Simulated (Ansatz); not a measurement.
# C₃H₆N₂O: small, medium and large basis sets

One table from this session's results is given with a row withheld; the runs are named, their logs left out.

Method: one geometry, several basis sets; program: Ansatz 0.2.0, Gaussian basis.

Levels to be run: PBE0-D4/def2-SVP; ωB97M-V/def2-SVP; PBE0-D4/def2-QZVPP; ωB97M-V/def2-QZVPP; the functionals' def2-TZVPP values are taken from earlier runs.

## The relaxed structure

All runs share one geometry, relaxed beforehand with PBE0-D4 in a triple-zeta def2 set.

SMILES `CN1CN=C1O`, 12 atoms, charge 0, spin multiplicity 1.

Atoms are counted from 1 here; the program's logs count them from 0.

Bond lengths: C1–N2 1.442 Å, C1–H7 1.091 Å, C1–H8 1.099 Å, C1–H9 1.091 Å, N2–C3 1.484 Å, N2–C5 1.378 Å, C3–N4 1.481 Å, C3–H10 1.092 Å, C3–H11 1.093 Å, N4–C5 1.287 Å, C5–O6 1.323 Å, O6–H12 0.965 Å. Angles: N2–C1–H7 109.3°, N2–C1–H8 113.1°, N2–C1–H9 109.0°, H7–C1–H8 108.7°, H7–C1–H9 108.0°, H8–C1–H9 108.5°, C1–N2–C3 124.0°, C1–N2–C5 123.9°, C3–N2–C5 81.8°, N2–C3–N4 89.6°, N2–C3–H10 113.5°, N2–C3–H11 113.1°, N4–C3–H10 114.5°, N4–C3–H11 113.2°, H10–C3–H11 111.4°, C3–N4–C5 85.0°, N2–C5–N4 103.2°, N2–C5–O6 124.7° and more.

The first run:

File in.yaml:

```yaml
crystal:
  periodic: [false, false, false]
  atoms:
    - {symbol: C, position_ang: [-0.474388, -1.030582, 1.030940]}
    - {symbol: N, position_ang: [0.401429, -0.104377, 0.355835]}
    - {symbol: C, position_ang: [0.951134, -0.323166, -1.005156]}
    - {symbol: N, position_ang: [0.506047, 1.035467, -1.392237]}
    - {symbol: C, position_ang: [-0.022365, 1.073936, -0.219370]}
    - {symbol: O, position_ang: [-0.764608, 1.984306, 0.389672]}
    - {symbol: H, position_ang: [0.103408, -1.890614, 1.372985]}
    - {symbol: H, position_ang: [-1.296955, -1.387867, 0.395827]}
    - {symbol: H, position_ang: [-0.900811, -0.541645, 1.907903]}
    - {symbol: H, position_ang: [2.033447, -0.466885, -1.019436]}
    - {symbol: H, position_ang: [0.436925, -1.116910, -1.553175]}
    - {symbol: H, position_ang: [-0.896265, 2.713037, -0.229788]}
basis:
  gaussian: {orbitals: def2-SVP}
hamiltonian: {xc: pbe0, dispersion: d4}
output: {orbitals: {seedname: orbitals}}
```

Steps of the session up to this table: PBE0-D4 in def2-SVP; ωB97M-V in def2-SVP; PBE0-D4 in def2-QZVPP; ωB97M-V in def2-QZVPP.

One of the session's tables, all rows but one given; the rest of the session is left out.

It belongs to the step «Density functionals: the series». 

| functional | basis | HOMO (eV) | LUMO (eV) |
| --- | --- | --- | --- |
| PBE0-D4 | def2-SVP | -6.53 | 1.35 |
| PBE0-D4 | def2-TZVPP | -6.71 | 0.91 |
| PBE0-D4 | def2-QZVPP | ? | ? |
| ωB97M-V | def2-SVP | -8.82 | 3.26 |
| ωB97M-V | def2-TZVPP | -9.02 | 2.41 |
| ωB97M-V | def2-QZVPP | -9.07 | 1.73 |

Estimate the missing values for PBE0-D4, def2-QZVPP.

As computed: HOMO (eV): -6.76; LUMO (eV): 0.52. In the column «HOMO (eV)» it lies between ωB97M-V, def2-SVP (-8.82) and PBE0-D4, def2-TZVPP (-6.71).
